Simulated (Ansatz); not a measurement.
**CH2LiS radical (SMILES [Li][CH]S): single points off equilibrium**

The task here is to estimate one member of a computed series from the others.

The runs use Ansatz 0.2.0, Gaussian basis; single points in def2-TZVPP.

Cores are frozen in the correlated methods. The outer core shell of Li, Na, Mg and K is correlated. Orbitals are unrestricted. B3LYP uses VWN-RPA correlation.

## The starting structure

SMILES `[Li][CH]S`, 5 atoms, charge 0, spin multiplicity 2.

Atoms are counted from 1 here; the program's logs count them from 0.

Bond lengths: Li1–C2 1.862 Å, C2–S3 1.760 Å, C2–H4 1.115 Å, S3–H5 1.342 Å. Angles: Li1–C2–S3 109.0°, Li1–C2–H4 143.6°, S3–C2–H4 106.7°, C2–S3–H5 102.8°.

Coordinates:

```xyz
5

Li   -1.7390   -1.3400   -0.3736
C    -0.3332   -0.3481    0.3376
S     0.3435    0.6746   -0.9248
H     0.3310   -0.2420    1.2265
H     1.3894    1.2510   -0.3122
```

The first run:

The input, run/in.yaml:

```yaml
crystal:
  periodic: [false, false, false]
  atoms:
    - {symbol: Li, position_ang: [-1.739000, -1.340000, -0.373600]}
    - {symbol: C, position_ang: [-0.333200, -0.348100, 0.337600]}
    - {symbol: S, position_ang: [0.343500, 0.674600, -0.924800]}
    - {symbol: H, position_ang: [0.331000, -0.242000, 1.226500]}
    - {symbol: H, position_ang: [1.389400, 1.251000, -0.312200]}
basis:
  gaussian: {orbitals: def2-TZVPP}
magnetization: {spin_polarized: true, initial_magnetization: 1}
correlation: {method: ccsd_t}
scf: {omitted_lower_state_checks: [cluster_reference]}
output: {forces: true}
```

The command line of these runs was not kept.

Among the steps run: CCSD(T)/def2-TZVPP; PBE0-D4/def2-TZVPP; wB97M-V/def2-TZVPP; r2SCAN-D4/def2-TZVPP; PBE-D4/def2-TZVPP; B3LYP-D4/def2-TZVPP; BLYP-D4/def2-TZVPP.

One of the session's tables, all rows but one given; the rest of the session is left out.

| method | RMS force component (eV/Å) | angle to CCSD(T) forces (°) | dipole (D) |
| --- | --- | --- | --- |
| CCSD(T) | 0.381 | reference | 5.16 |
| PBE0-D4 | 0.371 | 22.9 | 5.05 |
| wB97M-V | ? | ? | ? |
| r2SCAN-D4 | 0.371 | 15.5 | 5.14 |
| PBE-D4 | 0.322 | 35.1 | 4.80 |
| B3LYP-D4 | 0.364 | 13.3 | 4.96 |
| BLYP-D4 | 0.330 | 27.7 | 4.74 |

Estimate the missing values for wB97M-V.

As computed: RMS force component (eV/Å): 0.405; angle to CCSD(T) forces (°): 15.5; dipole (D): 5.00. In the column «RMS force component (eV/Å)» it is the highest.
